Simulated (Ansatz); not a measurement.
Geometry optimisation, RKS B3LYP-D4/def2-SVP in Ansatz.

The input (input.yaml):

```yaml
crystal:
  periodic: [false, false, false]
  atoms:
    - { symbol: B, position_ang: [0.03983, -0.154348, 0.26652] }
    - { symbol: "N", position_ang: [0.031078, -0.34042, 1.726874] }
    - { symbol: H, position_ang: [-0.800645, -0.604466, 2.241986] }
    - { symbol: H, position_ang: [0.882202, -0.366049, 2.276027] }
    - { symbol: H, position_ang: [1.105123, -0.019191, -0.268843] }
    - { symbol: H, position_ang: [-1.005161, -0.201204, -0.330534] }
    - { symbol: S, position_ang: [-0.411257, 2.897467, 0.540893] }
    - { symbol: H, position_ang: [-1.720789, 2.559791, 0.505528] }
    - { symbol: H, position_ang: [-0.11958, 1.902622, 1.452349] }
basis:
  gaussian: { orbitals: def2-SVP }
hamiltonian:
  xc: b3lyp
  dispersion: d4
relax:
  f_tol: 0.03
  max_steps: 50
```

Run as:

```bash
$ ansatz run input.yaml --threads 1 --pin off --max-ram 2048MiB --backend cpu --events-out ev --progress --plain --runs-dir out
```

Question: Where does it end, and by what steps?

Answer: It converged. The force dipped under the threshold on the way, but the program's further checks kept it going. After 10 steps the energy has fallen by 0.192 eV; S7 moved furthest, 0.52 Å.

| step | energy less start (eV) | largest force component (eV/Å) | accepted |
| --- | --- | --- | --- |
| 0 | 0.0000 | 2.341 | yes |
| 1 | -0.1459 | 1.269 | yes |
| 2 | -0.1771 | 0.385 | yes |
| 3 | -0.1829 | 0.293 | yes |
| 4 | -0.1883 | 0.071 | yes |
| 5 | -0.1884 | 0.226 | yes |
| 6 | -0.1911 | 0.014 | yes |
| 7 | -0.1850 | 0.489 | no |
| 8 | -0.1917 | 0.061 | yes |
| 9 | -0.1918 | 0.055 | yes |
| 10 | -0.1919 | 0.023 | yes |

```xyz
9
Properties=species:S:1:pos:R:3
B 0.098 -0.415 0.270
N 0.087 -0.417 1.664
H -0.756 -0.532 2.216
H 0.929 -0.358 2.227
H 1.150 -0.308 -0.310
H -0.949 -0.514 -0.322
S -0.525 3.274 0.881
H -1.735 2.905 0.401
H -0.297 2.039 1.383
```

Whether the end is a true minimum wasn't checked by a vibrational analysis.

Run time: 30 s on 1 thread of Arm Neoverse V2 (shared host), peak memory 0.16 GiB.
